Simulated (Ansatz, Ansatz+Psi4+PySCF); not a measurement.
```xyz
10

C     0.0000    0.0037   -0.7274
C     0.0000   -0.0037    0.7274
C     0.0000    1.1141   -1.4779
C     0.0000   -1.1141    1.4779
H     0.0000   -0.9768   -1.2194
H     0.0000    0.9768    1.2194
H     0.0000    1.0675   -2.5695
H     0.0000    2.1089   -1.0210
H     0.0000   -1.0675    2.5695
H     0.0000   -2.1089    1.0210
```

Basis set: cc-pVTZ (spherical functions). Left uncorrelated: 4 orbitals. Charge 0, multiplicity 1.

Computed with Ansatz (development build ahead of 0.2.0); each method stands on the lowest determinant of its kind that the runs found. Restricted open shells among the atoms or ions are ROHF, correlated in semicanonical orbitals with singles.

**Question.** Give the atomization energy at this shape (free ground-state atoms in the same class of orbitals less the molecule, no zero-point energy) of singlet C₄H₆ by RHF-MP2, RHF.

**Answer.**

```tsv
method	atomization energy
RHF-MP2	1000.84 kcal/mol
RHF	772.05 kcal/mol
```
